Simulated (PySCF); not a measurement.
## CH3O, SMILES `C[O]` (charge 0, multiplicity 2)

Level of theory: BP86-D3(BJ)/def2-TZVP // BP86-D3(BJ)/def2-SVP (PySCF 2.14.0).

```
Item                                             Value
-----------------------------  -----------------------
highest occupied spin orbital                 -6.10 eV
dipole moment                                   2.14 D
total energy                              -115.1005 Ha
cost                           roughly 12 core-seconds
```

Bonds (Å): C1–O2 1.348, C1–H3 1.123, C1–H4 1.130, C1–H5 1.130. Angles (°): O2–C1–H3 117.0, O2–C1–H4 110.0, O2–C1–H5 110.0, H3–C1–H4 108.9, H3–C1–H5 108.9, H4–C1–H5 100.7.
Charge 0, spin multiplicity 2.
